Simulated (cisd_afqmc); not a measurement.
Input (AFQMC/CISD/aug-cc-pV(D+d)Z; cisd_afqmc is a phaseless AFQMC code with CISD trial states that reads the integrals written by Ansatz): A basis named .json is the Basis Set Exchange file of that set.

Ansatz 0.2 input:
```python
import cisd_afqmc

open("ham.yaml", "w").write("""\
crystal:
  periodic: [false, false, false]
  atoms:
    - {symbol: C, position_ang: [0.01909113, 0.15267994, -1.32752912]}
    - {symbol: Cl, position_ang: [-0.01118660, 0.00667210, 0.64763898]}
    - {symbol: H, position_ang: [0.90111306, -0.49482969, -1.50763755]}
    - {symbol: H, position_ang: [-0.82548774, -0.53467571, -1.53705043]}
basis:
  gaussian:
    orbitals: aug-cc-pV_D+d_Z.json
total_charge: -1
magnetization: {spin_polarized: false}
correlation: {method: ccsd, electrons: outside_noble_gas, hamiltonian_folder: ham}
""")
rep = cisd_afqmc.ansatz("ham.yaml")
e_ccsd = rep["correlation"]["coupled_cluster"]["energy"]["hartree"]
out = cisd_afqmc.run("ham", e_ccsd, trial="CISD", walkers=100, populations=8, threads=8, dt=0.005, steps=40, early=24, settle=10, least=32,
    cut=5e-5, rank_cut=2e-4, target=0.0004, seconds=1500, seed=1, memory=17280, gpu=False)
```

Output:

```
orbitals 67, occupied [7], factors 383 of 706, rank of the doubles 171 of 420
E(HF) = -498.474813
E(CCSD) on the cut factors = -498.817236, shift to the whole factors -0.000014
Energy of the trial state on the determinant = -498.817209
  tau behind 7.2 of longer steps, mean of the populations' last blocks
   2.0  -498.83054
   4.0  -498.83180
   6.0  -498.83061
   8.0  -498.83363
  10.0  -498.83158
  12.0  -498.83062
  14.0  -498.83121
  16.0  -498.83222
  18.0  -498.82933
  20.0  -498.82946
blocks 777 (0 outliers left out), error by blocks joined: 1: 0.00019, 2: 0.00024, 4: 0.00030, 8: 0.00035, 16: 0.00040
E(AFQMC/CISD) = -498.83122 +/- 0.00040
```
